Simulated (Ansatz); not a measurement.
hcp Ti was calculated with r²SCAN+rVV10 (Ansatz, a quantum-chemistry and plane-wave program, PAW).

Run with plane-wave cutoff 560 eV, 24×24×12 k mesh (along the axes of the cell as run), Fermi–Dirac smearing 0.05 eV, no spin polarisation, scalar-relativistic PAW data made under PBE.

Results at a series of volumes:

```tsv
V (Å³/atom)	E − E_lowest (meV/atom)
16.484	10.85
16.827	2.63
17.170	0.00
17.514	2.48
17.857	9.65
```

Question: Estimate the bulk modulus and its pressure derivative from these points.

Answer: V0 = 17.170 Å³/atom, B0 = 119 GPa, B′ = 3.4 (fit to the energies at full precision).

Shape and atoms are relaxed at each volume.

Measured, for comparison: bulk modulus 108 GPa (zero-point energy and finite temperature contributions removed; as tabulated in doi:10.1021/acs.jctc.3c00612). Computed (rounded) less measured: bulk modulus +10 %.

Note: the bulk modulus comes from volumes at which shape and atoms were relaxed.

The computed numbers hold no vibrational or temperature effects.

The result took about 3 core-minutes (a rough figure).
